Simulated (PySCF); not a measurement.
Molecule: SMILES O=S(=O)(F)F, F2O2S.

Geometry:
```json
{"atom": "O1", "x (Å)": "0.844", "y (Å)": "-0.585", "z (Å)": "-1.108"}
{"atom": "S2", "x (Å)": "0.162", "y (Å)": "-0.041", "z (Å)": "0.018"}
{"atom": "O3", "x (Å)": "0.726", "y (Å)": "0.179", "z (Å)": "1.307"}
{"atom": "F4", "x (Å)": "-1.181", "y (Å)": "-0.843", "z (Å)": "0.202"}
{"atom": "F5", "x (Å)": "-0.544", "y (Å)": "1.292", "z (Å)": "-0.437"}
```

Geometry PBE0-D3(BJ)/def2-SVP throughout; GIAO in PySCF 2.14.0 with density-fitted response routines, gas phase, one conformer, non-relativistic; equivalent atoms averaged; basis pcSseg-2.

For orientation, B97-2 gives these absolute shieldings σ: O1/O3 93.9, S2 173.1, F4/F5 109.3 ppm.

A run gave: O1/O3 101.4, S2 161.4, F4/F5 116.7 ppm (absolute shieldings σ).

Q: Which functional was used in that run?
A. BHandHLYP
B. WP04
C. wB97X-D
D. CAM-B3LYP
E. LC-wPBE

A: E. F4/F5 tells them apart best: LC-wPBE gives 116.7, WP04 gives 100.8, BHandHLYP gives 123.3, wB97X-D gives 108.4, CAM-B3LYP gives 107.7 ppm.
